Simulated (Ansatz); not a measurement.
## Worked example: C3H5Cl + C2H2F2 → C3H6 + C2HClF2

Species: C3H5Cl (2-chloropropene) `C=C(C)Cl`, singlet; C2H2F2 (1,2-difluoroethene) `F/C=C/F`, singlet; C3H6 (propene) `C=CC`, singlet; C2HClF2 `F/C=C(\F)Cl`, singlet. The partners trade Cl for H; both sit on C, so the bond types are kept.

Shapes, held fixed at every level: PBE0-D4/def2-TZVP. Programs: Ansatz 0.2.0. The zero-point and thermal change to 298 K, harmonic and unscaled (PBE0-D4/def2-TZVP), is 0.0 kJ/mol.

At CCSD(T)/CBS estimate; 1 Eh = 2625.50 kJ/mol:

| species | energy (Eh) |
| --- | --- |
| C3H5Cl | -576.926617 |
| C2H2F2 | -276.836386 |
| C3H6 | -117.746103 |
| C2HClF2 | -736.009151 |

Q: Work out ΔH(298 K) of the reaction at this level.

A: 
1. Products less reactants: (-117.746103) + (-736.009151) − [(-576.926617) + (-276.836386)] = 0.007749 Eh = +20.3 kJ/mol.
2. With the thermal change: +20.3 + (0.0) = +20.3 kJ/mol.

Other levels give +13.9 (SPW92/def2-TZVPP) to +21.2 kJ/mol (MP2/def2-TZVPP). No measured value is set beside it here. The CBS estimate extrapolates MP2 from def2-TZVPP and def2-QZVPP and adds CCSD(T) − MP2 in the triple-zeta set, cores frozen.
